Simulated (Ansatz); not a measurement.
This script for a single point in a Gaussian basis of C4H8F2, SMILES CC(C)C(F)F with the Python package of Ansatz (0.2.0) holds a mistake.

The script reads `c4h8f2.xyz`:
```text
14

C    -0.04400    1.46940   -0.10670
C     0.21660   -0.02200   -0.35020
C    -1.10720   -0.77580   -0.53370
C     1.05090   -0.62470    0.79210
F     1.37170   -1.94020    0.50690
F     0.35630   -0.57570    1.98890
H    -0.63880    1.61990    0.81990
H     0.91820    2.01590   -0.00850
H    -0.60130    1.90500   -0.96340
H     0.80150   -0.11760   -1.29180
H    -1.67220   -0.35110   -1.39080
H    -1.73550   -0.69950    0.37960
H    -0.91430   -1.84820   -0.74880
H     1.99800   -0.05540    0.90650
```

`energy_c4h8f2.py`:
```python
"""Single point of C4H8F2 in a Gaussian basis."""

import warnings

import ansatz as az


def main() -> None:
    warnings.simplefilter("ignore", az.DeckWarning)

    system = az.Crystal.molecule_from_extxyz("c4h8f2.xyz")

    setup = (
        system.calculation()
        .basis(gaussian="def2-SVP")
        .correlation("MP2")
    )
    outcome = setup.run(outdir="tmp")
    rep = outcome.report

    print("reference energy %16.6f eV" % rep["reference_energy_ev"])
    print("total energy     %16.6f eV" % rep["free_energy_ev"])
    print("occupied (up, down):", rep["n_occupied"], " virtual:", rep["n_virtual"], " frozen:", rep["n_frozen"])

    print("correlation energy", round(rep["free_energy_ev"] - rep["reference_energy_ev"], 5), "eV")
    cluster = rep["correlation"].get("coupled_cluster")
    if cluster:
        print("cycles", cluster["cycles"], " T1 diagnostic", round(cluster["t1_diagnostic"], 4), " largest double", round(cluster["largest_double"], 4))

    field = rep["mean_field"]
    print("<S^2> =", round(abs(field["state"]["spin_squared"]), 4), " relativity:", field["relativity"])
    print("passes:", field["passes"])
    if "symmetry" in field:
        print("occupied orbitals by irrep:", field["symmetry"]["occupied"])


if __name__ == "__main__":
    main()
```

Output of `python energy_c4h8f2.py`:
```text
Traceback (most recent call last):
  File "energy_c4h8f2.py", line 38, in <module>
    main()
    ~~~~^^
  File "energy_c4h8f2.py", line 18, in main
    outcome = setup.run(outdir="tmp")
TypeError: Calculation.run() got an unexpected keyword argument 'outdir'
```

What is wrong, and how is it mended?

The fault: run() has no such keyword. Mended:

```diff
--- before
+++ after
@@ -17,3 +17,3 @@
     )
-    outcome = setup.run(outdir="tmp")
+    outcome = setup.run()
     rep = outcome.report
```

The mended script runs so:

Output of `python energy_c4h8f2.py`:
```text
reference energy     -9652.929091 eV
total energy         -9678.527227 eV
occupied (up, down): [19, 19]  virtual: [99, 99]  frozen: 6
correlation energy -25.59814 eV
<S^2> = 0.0  relativity: none
passes: {'evaluations': 13, 'products': 38}
occupied orbitals by irrep: [{'A': 25}, {'A': 25}]
```

What to keep in mind:
- Total energies depend on the basis set; only differences at equal settings carry meaning.
- The geometry is a force-field or estimated start, not a minimum of this method, and the basis set is short of its limit.
- Inner cores stay frozen, so this is valence correlation.
- S² is that of the Hartree-Fock reference.
- Finished in 3.3 s on 1 thread of Arm Neoverse V1 (shared host), peak memory 0.3 GiB.

(Lines on the test bed's own set-up are left out of the output.)
